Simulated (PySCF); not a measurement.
Mapped SMILES: `[F:1][CH:2]1[CH2:3][CH2:4][CH2:5][CH2:6]1`. Each H is labelled by its parent atom. Ha(C3), Ha(C4), Ha(C5), Ha(C6) are cis to F1 on the ring; Hb(C3), Hb(C4), Hb(C5), Hb(C6) are trans to F1 on the ring.

GIAO shifts from PySCF on PBE0-D3(BJ)/def2-TZVP geometries (one conformer, non-relativistic, equivalent nuclei averaged), against TMS at the same level and in the same medium; PCM means IEF-PCM chloroform.

Measured (solution, not stated per compound (mostly CDCl3 or CCl4); Pretsch, Buehlmann, Badertscher, Structure Determination of Organic Compounds, 4th ed. (2009)): C2 95.5, C3/C6 32.8, C4/C5 22.5 ppm.

Question: Which unscaled values do B97-2/pcSseg-2, gas; WP04/pcSseg-2, PCM; wB97X-D/pcSseg-2, PCM give, and how close are they?

Answer: 
```json
{"atoms": "C2", "measured": "95.5", "B97-2/pcSseg-2, gas": "101.5", "WP04/pcSseg-2, PCM": "108.7", "wB97X-D/pcSseg-2, PCM": "104.3"}
{"atoms": "C3/C6", "measured": "32.8", "B97-2/pcSseg-2, gas": "37.9", "WP04/pcSseg-2, PCM": "40.3", "wB97X-D/pcSseg-2, PCM": "38.7"}
{"atoms": "C4/C5", "measured": "22.5", "B97-2/pcSseg-2, gas": "28.4", "WP04/pcSseg-2, PCM": "31.2", "wB97X-D/pcSseg-2, PCM": "28.4"}
```

Mean absolute error for 13C: B97-2/pcSseg-2, gas 5.7, WP04/pcSseg-2, PCM 9.8, wB97X-D/pcSseg-2, PCM 6.9 ppm.
